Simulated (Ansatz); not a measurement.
Basis-set extrapolation for C$_{3}$H$_{4}$F$_{2}$O (`CC(=O)C(F)F`) (PBE0-D4/def2-TZVP geometry, frozen core, Ansatz 0.2.0). Multiplicity 1, RHF reference.

```
                      def2-TZVPP   def2-QZVPP
                 HF  -389.834112  -389.851259
    MP2 correlation    -1.211467    -1.310307
CCSD(T) correlation    -1.279718      not run
```

Energies in hartree. Use E(X) = E(∞) + A·exp(−7.88·√X) for Hartree–Fock and E(X) = E(∞) + B·X^(−2.97) for correlation, with X = 3 and 4, and add CCSD(T) minus MP2 of the smaller set to the MP2 limit.

Q: What is the CCSD(T) energy at the basis-set limit?

A: HF limit: -389.851259 + (-0.017147) × 0.13774 = -389.85362. MP2 limit: -1.310307 + (-0.098840) × 0.74074 = -1.38352. Higher-order term: -1.279718 − (-1.211467) = -0.06825. Total: -391.30539 hartree, 502.9 kJ/mol below CCSD(T)/def2-TZVPP.
